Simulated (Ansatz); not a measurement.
# AlSiH₃O (SMILES O=[SiH][AlH2]): functionals against CCSD(T) at one geometry

Aim: energy, forces and dipole at a structure displaced at random from a GFN2-xTB minimum, from CCSD(T) and from density functionals.

The runs use Ansatz 0.2.0, Gaussian basis; single points in def2-TZVPP.

Cores are frozen in the correlated methods.

### Step 1. Starting geometry

SMILES `O=[SiH][AlH2]`, 6 atoms, charge 0, spin multiplicity 1.

Atoms are counted from 1 here; the program's logs count them from 0.

Bond lengths: O1–Si2 1.497 Å, Si2–Al3 2.436 Å, Si2–H4 1.539 Å, Al3–H5 1.554 Å, Al3–H6 1.583 Å. Angles: O1–Si2–Al3 142.6°, O1–Si2–H4 119.2°, Al3–Si2–H4 98.3°, Si2–Al3–H5 111.3°, Si2–Al3–H6 130.7°, H5–Al3–H6 118.0°.

Geometry (Å):

```mol
AlH3OSi
  3D, bonds by distance, orders not assigned

  6  5  0  0  0  0  0  0  0  0999 V2000
   -0.6069   -2.2959    1.1987 O   0  0
   -0.3138   -1.2033    0.2178 Si  0  0
    0.2952    1.1510    0.0695 Al  0  0
   -0.3583   -1.5160   -1.2887 H   0  0
    0.4595    1.6004   -1.4091 H   0  0
    0.5198    2.2319    1.2047 H   0  0
  1  2  8  0
  2  3  8  0
  2  4  8  0
  3  5  8  0
  3  6  8  0
M  END
```

### Step 2. CCSD(T)/def2-TZVPP

Contents of run/in.yaml:

```yaml
crystal:
  periodic: [false, false, false]
  atoms:
    - {symbol: O, position_ang: [-0.606900, -2.295900, 1.198700]}
    - {symbol: Si, position_ang: [-0.313800, -1.203300, 0.217800]}
    - {symbol: Al, position_ang: [0.295200, 1.151000, 0.069500]}
    - {symbol: H, position_ang: [-0.358300, -1.516000, -1.288700]}
    - {symbol: H, position_ang: [0.459500, 1.600400, -1.409100]}
    - {symbol: H, position_ang: [0.519800, 2.231900, 1.204700]}
basis:
  gaussian: {orbitals: def2-TZVPP}
correlation: {method: ccsd_t}
output: {forces: true}
```

No record of the launch command was kept for these runs.

### Step 3. PBE0-D4/def2-TZVPP

run/in.yaml: that of step 2 with these lines changed.

```diff
@@ -11,3 +11,3 @@
   gaussian: {orbitals: def2-TZVPP}
-correlation: {method: ccsd_t}
-output: {forces: true}
+hamiltonian: {xc: pbe0, dispersion: d4}
+output: {forces: true, orbitals: {seedname: orbitals}}
```

### Step 4. wB97M-V/def2-TZVPP

run/in.yaml: that of step 3 with these lines changed.

```diff
@@ -11,3 +11,3 @@
   gaussian: {orbitals: def2-TZVPP}
-hamiltonian: {xc: pbe0, dispersion: d4}
-output: {forces: true, orbitals: {seedname: orbitals}}
+hamiltonian: {xc: {name: wB97M-V}}
+output: {forces: true}
```

### Step 5. r2SCAN-D4/def2-TZVPP

run/in.yaml: that of step 4 with these lines changed.

```diff
@@ -11,3 +11,3 @@
   gaussian: {orbitals: def2-TZVPP}
-hamiltonian: {xc: {name: wB97M-V}}
+hamiltonian: {xc: r2scan, dispersion: d4}
 output: {forces: true}
```

### Step 6. PBE-D4/def2-TZVPP

run/in.yaml: that of step 5 with these lines changed.

```diff
@@ -11,3 +11,3 @@
   gaussian: {orbitals: def2-TZVPP}
-hamiltonian: {xc: r2scan, dispersion: d4}
+hamiltonian: {xc: pbe, dispersion: d4}
 output: {forces: true}
```

### Step 7. wB97X-V/def2-TZVPP

run/in.yaml: that of step 6 with these lines changed.

```diff
@@ -11,3 +11,3 @@
   gaussian: {orbitals: def2-TZVPP}
-hamiltonian: {xc: pbe, dispersion: d4}
+hamiltonian: {xc: {name: wB97X-V}}
 output: {forces: true}
```

### Step 8. BHLYP-D4/def2-TZVPP

run/in.yaml: that of step 7 with these lines changed.

```diff
@@ -11,3 +11,3 @@
   gaussian: {orbitals: def2-TZVPP}
-hamiltonian: {xc: {name: wB97X-V}}
+hamiltonian: {xc: {name: BHLYP}, dispersion: d4}
 output: {forces: true}
```

(Steps that only read results are left out.)

Before running it: what results should come out? Wanted: energy less free atoms, CCSD(T)/def2-TZVPP; RMS force component; RMS force error; HOMO and LUMO, PBE0-D4; T1 diagnostic.

The runs gave:

| quantity | value |
| --- | --- |
| energy less free atoms, CCSD(T)/def2-TZVPP | -1624.3 kJ/mol |
| RMS force component | 0.548 to 0.976 eV/Å over the methods |
| RMS force error | PBE0-D4 0.228, wB97M-V 0.224, r2SCAN-D4 0.109, PBE-D4 0.175, wB97X-V 0.245, BHLYP-D4 0.514 eV/Å |
| HOMO and LUMO, PBE0-D4 | -7.47 and -3.55 eV |
| T1 diagnostic | 0.021 |

**Reading.** Against CCSD(T) the functionals' energies less atoms differ by -61.6 to +19.0 kJ/mol, PBE-D4 by -55.2 kJ/mol. The reference is not at the basis limit: in triple zeta CCSD(T) underbinds, which counts against methods that bind more; the gaps are no ranking. The forces of r2SCAN-D4 come nearest to CCSD(T), those of BHLYP-D4 are farthest.
